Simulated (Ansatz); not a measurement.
# Other spins and charges of HSi–BH, quartet at one geometry

Geometry (PBE0/def2-TZVP stationary point for this spin, not checked as a minimum):

```
atom   x (Å)    y (Å)    z (Å)
  Si  0.0000  -0.0471   0.5518
   B  0.0000  -0.0605  -1.3633
   H  0.0000   1.1711   1.4474
   H  0.0000   0.7893  -2.2001
```

Basis cc-pVDZ; Ansatz 0.2.0. Correlated methods freeze the noble-gas cores. Prefix R: restricted or restricted open-shell reference; prefix U: unrestricted. Active spaces: valence = (9e, 10o) chosen from the atoms' valence shells.

Gaps are energies of the second state less the first, at fixed atoms, for a selection of the levels run; each method lands on the state that its own search finds for that charge and spin.

For open shells CISD is restricted-active-space CI with the open shells as a complete middle space.

Doublet less quartet: 0.222 eV at RCCSDTQ.

Large singles or doubles amplitudes warn of static correlation in the HSi–BH doublet.

```csv
level,gap (eV),error (meV)
RHF,1.244,1022
RMP2,0.494,272
CISD,0.577,355
RCCSD,0.359,137
RCCSD(T),0.252,30
BCCD(T),0.255,33
RCCSDT,0.233,11
RCCSDT(Q),0.221,-1
CASSCF (valence space),0.161,-61
NEVPT2 (valence space),0.211,-11
MRCISD (valence space),0.227,5
MRCISD+Q (valence space),0.231,9
```

Task: PBE gives 8.052 eV for removing an electron, to the triplet. Estimate what RCCSDTQ gives in cc-pVDZ.

Result: RCCSDTQ in cc-pVDZ gives 7.967 eV, so against it PBE is off by 0.085 eV.

```json
{"level": "RHF", "gap (eV)": "7.729", "error (meV)": "-238"}
{"level": "UHF", "gap (eV)": "7.743", "error (meV)": "-224"}
{"level": "RMP2", "gap (eV)": "8.025", "error (meV)": "58"}
{"level": "UMP2", "gap (eV)": "7.999", "error (meV)": "32"}
{"level": "CISD", "gap (eV)": "7.982", "error (meV)": "15"}
{"level": "RCCSD", "gap (eV)": "7.979", "error (meV)": "12"}
{"level": "UCCSD", "gap (eV)": "7.980", "error (meV)": "13"}
{"level": "RCCSD(T)", "gap (eV)": "7.977", "error (meV)": "10"}
{"level": "UCCSD(T)", "gap (eV)": "7.977", "error (meV)": "10"}
{"level": "BCCD(T)", "gap (eV)": "7.978", "error (meV)": "11"}
{"level": "RCCSDT", "gap (eV)": "7.967", "error (meV)": "0"}
{"level": "UCCSDT", "gap (eV)": "7.967", "error (meV)": "0"}
{"level": "RCCSDT(Q)", "gap (eV)": "7.966", "error (meV)": "-1"}
{"level": "UCCSDT(Q)", "gap (eV)": "7.966", "error (meV)": "-1"}
{"level": "CASSCF (valence space)", "gap (eV)": "7.255", "error (meV)": "-712"}
{"level": "NEVPT2 (valence space)", "gap (eV)": "7.781", "error (meV)": "-186"}
{"level": "MRCISD (valence space)", "gap (eV)": "7.899", "error (meV)": "-68"}
{"level": "MRCISD+Q (valence space)", "gap (eV)": "7.967", "error (meV)": "0"}
{"level": "r2SCAN", "gap (eV)": "8.243", "error (meV)": "276"}
{"level": "PBE0", "gap (eV)": "8.177", "error (meV)": "210"}
{"level": "B3LYP", "gap (eV)": "8.074", "error (meV)": "107"}
{"level": "BHLYP", "gap (eV)": "8.020", "error (meV)": "53"}
{"level": "wB97M-V", "gap (eV)": "7.906", "error (meV)": "-61"}
{"level": "B2PLYP", "gap (eV)": "7.989", "error (meV)": "22"}
{"level": "RPA-PBE", "gap (eV)": "8.023", "error (meV)": "56"}
```

Task: PBE gives 11.563 eV for removing an electron, to the quintet. Estimate what RCCSDTQ gives in cc-pVDZ.

Result: RCCSDTQ in cc-pVDZ gives 11.587 eV, so against it PBE is off by -0.024 eV.

| level | gap (eV) | error (meV) |
| --- | --- | --- |
| UHF | 11.056 | -531 |
| CISD | 11.512 | -75 |
| RCCSDT | 11.589 | 2 |
| UCCSDT | 11.588 | 1 |
| CASSCF (valence space) | 10.962 | -625 |
| MRCISD (valence space) | 11.531 | -56 |
| MRCISD+Q (valence space) | 11.585 | -2 |
| r2SCAN | 11.644 | 57 |
| B3LYP | 11.813 | 226 |
| B2PLYP | 11.750 | 163 |

Task: PBE gives 5.505 eV for sextet less quartet. Estimate what RCCSDTQ gives in cc-pVDZ.

Result: RCCSDTQ in cc-pVDZ gives 5.610 eV, so against it PBE is off by -0.105 eV.

| level | gap (eV) | error (meV) |
| --- | --- | --- |
| RHF | 5.233 | -377 |
| UHF | 5.248 | -362 |
| RMP2 | 5.665 | 55 |
| UMP2 | 5.647 | 37 |
| CISD | 5.525 | -85 |
| RCCSD | 5.611 | 1 |
| UCCSD | 5.611 | 1 |
| RCCSD(T) | 5.612 | 2 |
| UCCSD(T) | 5.612 | 2 |
| BCCD(T) | 5.613 | 3 |
| RCCSDT | 5.609 | -1 |
| UCCSDT | 5.609 | -1 |
| RCCSDT(Q) | 5.611 | 1 |
| UCCSDT(Q) | 5.610 | 0 |
| CASSCF (valence space) | 5.601 | -9 |
| NEVPT2 (valence space) | 5.608 | -2 |
| MRCISD (valence space) | 5.646 | 36 |
| MRCISD+Q (valence space) | 5.638 | 28 |
| r2SCAN | 5.452 | -158 |
| PBE0 | 5.607 | -3 |
| B3LYP | 5.841 | 231 |
| wB97M-V | 5.924 | 314 |
| B2PLYP | 5.855 | 245 |
| RPA-PBE | 5.682 | 72 |

In so small a basis the reference is far from its limit while semilocal and hybrid functionals are nearer theirs (RPA and double hybrids share much of the reference's basis error), so the functionals' errors here hold much of the reference's basis and frozen-core error, which can add to them or hide them.

Full CI isn't at hand for all of this; RCCSDTQ serves as the reference, and is uncertain by about the last step of the cluster series. The frozen core follows each run's orbitals, which can shift R against U totals by a few meV.
